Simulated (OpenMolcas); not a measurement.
# BLYP/ANO-RCC-VDZP (DKH4) run of AlH (SMILES [AlH])

Aim: the vertical ionisation energy of AlH at BLYP/ANO-RCC-VDZP (DKH4), from 2 runs. 

Program for the calculation: OpenMolcas 26.06.

## (1) The system as given

The species is AlH (2 atoms), meant as a singlet with charge 0. SMILES: `[AlH]`. The coordinates come from a PBE0-D4/def2-TZVP relaxation.

Bond lengths: Al1–H2 1.665 Å.

## (2) The energy at BLYP/ANO-RCC-VDZP (DKH4)

The input, job.inp:

```
&gateway
coord
2
bohr
Al     0.00000000     0.00000000    -0.04845258
H      0.00000000     0.00000000     3.09746899
basis
ANO-RCC-VDZP
group
NoSym
&seward
relativistic
R04O02
expert
&scf
ksdft
BLYP
prorbitals
1 1
```

Launch:

```bash
$ export MOLCAS_MEM=1860
$ pymolcas job.inp > job.log
```

Output, shortened:

```text
--- Start Module: gateway ---
[...]
--- Stop Module: gateway /rc=_RC_ALL_IS_WELL_ ---
--- Start Module: seward ---
[...]
 ###    WARNING:  EXPERT option is ON!                                       ###
 ###############################################################################
               SEWARD will generate:
[...]
      Basis functions           23
--- Stop Module: seward /rc=_RC_ALL_IS_WELL_ ---
[...]
--- Start Module: scf ---
[...]
       Convergence after   9 Iterations
[...]
::    Total KS-DFT energy                            -243.4278319747
[...]
      Total spin, S                                     0.0000000000
[...]
      Total electronic charge=   14.000000
      Total            charge=   -0.000000
[...]
      Dipole Moment (debye):
      Origin of the operator (angstrom)=    0.0000    0.0000    0.0343
                   X= -4.3966E-13               Y=  5.5564E-14               Z= -2.4000E-01           Total=  2.4000E-01
      Quadrupole Moment (debye*angstrom):
[...]
--- Stop Module: scf /rc=_RC_ALL_IS_WELL_ ---
[...]
```

It took 2.7 s on 1 thread of Arm Neoverse V1, shared host; peak memory 0.38 GiB.

## (3) The doublet cation, same level

The input, job.input:

```
&GATEWAY
 COORD
 2
 bohr
 Al     0.00000000     0.00000000    -0.04845258
 H      0.00000000     0.00000000     3.09746899
 BASIS=ANO-RCC-VDZP
 GROUP=NoSym

&SEWARD
 RELATIVISTIC=R04O02
 EXPERT

&SCF
 UHF
 CHARGE=1
 SPIN=2
 KSDFT=BLYP
 PRORBITALS=1 1
```

Launch:

```bash
$ export MOLCAS_MEM=1860
$ pymolcas job.input > job.log
```

Output, shortened:

```text
--- Start Module: gateway ---
[...]
--- Stop Module: gateway /rc=_RC_ALL_IS_WELL_ ---
--- Start Module: seward ---
[...]
 ###    WARNING:  EXPERT option is ON!                                       ###
 ###############################################################################
               SEWARD will generate:
[...]
      Basis functions           23
--- Stop Module: seward /rc=_RC_ALL_IS_WELL_ ---
[...]
--- Start Module: scf ---
[...]
       Convergence after  14 Iterations
[...]
::    Total KS-DFT energy                            -243.1300652838
[...]
      Total spin, S                                     0.5029638353
[...]
      Total electronic charge=   13.000000
      Total            charge=    1.000000
[...]
      Dipole Moment (debye):
      Origin of the operator (angstrom)=    0.0000    0.0000    0.0343
                   X= -3.8563E-14               Y=  6.7563E-14               Z= -2.0882E-01           Total=  2.0882E-01
      Center of Charge (angstrom)
[...]
--- Stop Module: scf /rc=_RC_ALL_IS_WELL_ ---
[...]
```

It took 3.6 s on 1 thread of Arm Neoverse V1, shared host; peak memory 0.38 GiB.

## (4) Summary of results

At BLYP/ANO-RCC-VDZP (DKH4):

```
                                          quantity          value
                         singlet AlH: total energy  -243.42783 Eh
                        singlet AlH: dipole moment         0.24 D
                          singlet AlH: HOMO energy       -4.69 eV
                          singlet AlH: LUMO energy       -2.26 eV
                        singlet AlH: HOMO–LUMO gap        2.43 eV
                      doublet cation: total energy  -243.13007 Eh
doublet cation: HOMO energy (highest over α and β)      -12.94 eV
 doublet cation: LUMO energy (lowest over α and β)      -11.49 eV
                              doublet cation: ⟨S²⟩          0.756
vertical ionisation energy (to the doublet cation)       8.103 eV
```

What this shows: Removing an electron at fixed nuclei costs 8.10 eV (187 kcal/mol). −ε(HOMO) before ionisation, 4.69 eV, is 3.41 eV below this ionisation energy.
